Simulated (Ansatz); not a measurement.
Frontier orbitals of C2H2Cl2O, SMILES `OC=C(Cl)Cl`.

Cartesian coordinates in Å:
```
O -1.368 -0.750 -0.338
C -0.124 -0.647 0.147
C 0.630 0.451 0.123
Cl 0.028 1.906 -0.573
Cl 2.212 0.499 0.765
H -1.629 0.104 -0.709
H 0.251 -1.563 0.584
```

The species carries charge 0 and has multiplicity 1. The geometry is a stationary point of PBE0-D4/def2-TZVP. It is one conformer, not always the lowest. Basis def2-TZVPP, the Gaussian-basis code of Ansatz.

Orbital energies of one run (eV). Highest occupied ones, from the top: -5.40, -7.62, -7.98, -8.38, -9.05, -9.48, -10.53, -10.63, -12.48, -13.00, -15.35, -18.23, -20.93, -22.84. Empty: -0.77, -0.76, -0.10, 0.41, 1.83, 2.90.

(1) Which functional gave them?
A. ωB97X-V
B. CAM-B3LYP
C. r2SCAN
D. BLYP

## Answers

(1) D. HOMO energies: BLYP -5.40, ωB97X-V -9.04, CAM-B3LYP -8.08, r2SCAN -5.77 eV.
